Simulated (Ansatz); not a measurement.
Species: C2H, SMILES `[C]#C` (charge 0, multiplicity 2).

**Question.** Give a relaxed geometry from PBE-D3(BJ)/def2-TZVP in Ansatz (a program for electronic structure).

**Answer.** the end point of this relaxation (outside a Z-matrix the atoms follow the SMILES, hydrogens last).
Cartesian coordinates (Å) in one orientation:
```xyz
3

C      1.164     0.047     0.000
C     -0.049    -0.092     0.000
H     -1.115     0.045     0.000
```
